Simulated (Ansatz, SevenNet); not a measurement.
For rock-salt LiCl, the machine-learned potential SevenNet-l3i5 (trained on PBE and PBE+U data) gives:

```
Property                      Value
-------------------------  --------
elastic constant C11       51.7 GPa
elastic constant C44       23.5 GPa
polycrystal shear modulus  19.7 GPa
```

Task: What does r²SCAN0 (Ansatz, a quantum-chemistry and plane-wave program, PAW) give for the same quantities?

Result: 
- elastic constant C11: 62.5 GPa (rises by 21 %)
- elastic constant C44: 28.3 GPa (rises by 20 %)
- Voigt–Reuss–Hill shear modulus: 24.6 GPa (increases by 25 %)

For comparison: elastic constant C11 58.6 GPa (measured, 4 K, zero-point motion not removed; as tabulated in Harker's crystal data pages); elastic constant C44 26.7 GPa (measured, 4 K, zero-point motion not removed; as tabulated in Harker's crystal data pages).

Changes are worked out from the printed values.

Unless a cell is named, each level is at its own relaxed cell (SevenNet-l3i5 17.16, r²SCAN0 16.51 Å³/atom).

Ansatz's density-functional and Hartree–Fock values are scalar-relativistic unless marked +SOC, with PAW data made under PBE.
